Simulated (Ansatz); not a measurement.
# Which method gave which barrier?

Saddle point of CH5ClSi, closed shell (CH₅ClSi ([CH3][SiH2][Cl]) → CH₄Si ([CH2][SiH2]) + HCl; bonds formed: Cl2–H4; bonds broken: Si1–Cl2, C3–H4), PBE0-D4/def2-TZVP structure:

```
8
angstrom
Si -0.7865 -0.5189 -0.1115
Cl 1.4645 -0.1251 -1.8000
C 0.0850 0.5477 0.9163
H 1.0395 0.3367 -0.4951
H -1.7578 -0.0391 -1.1128
H -0.6236 -1.9838 -0.0556
H 0.7089 0.1723 1.7196
H -0.1300 1.6101 0.9391
```

Computed with Ansatz 0.2.0 (basis: def2-TZVPP, with def2-QZVPP for the basis limit); correlated methods freeze the cores. Extrapolation: Hartree–Fock as exp(−7.88 √X), correlation as X^−2.97. Four methods, as single points on the PBE0-D4 structures, gave these electronic barriers from the start structure: 71.92, 79.23, 83.07, 96.22 kcal/mol.

Question: The methods were, in alphabetical order, CCSD(T), HF, r2SCAN-D4, SPW92. Which gave which? (A judgement: the text doesn't fix the answer.)

Answer: The calculation gives: SPW92 71.92; r2SCAN-D4 79.23; CCSD(T) 83.07; HF 96.22 kcal/mol. For comparison, CCSD(T) at an estimated basis limit (MP2 extrapolated from triple and quadruple zeta, plus CCSD(T) − MP2 in triple zeta) gives 82.90 kcal/mol.

T1 diagnostic: at most 0.014. The restricted Hartree–Fock reference is unstable towards an unrestricted one at one or more of these structures.

Labels in which every atom is bracketed show which atoms are joined, not bond orders.

For scale, one of the runs: CCSD(T)/def2-TZVPP, 185 basis functions, launched by `ansatz run in.yaml --threads 2 --pin off --events-out ev --progress --plain --max-ram 4352MiB`. The run took 28 s on 2 CPU threads of an Arm Neoverse V2 (shared host), with 1.7 GiB of host memory at its peak.
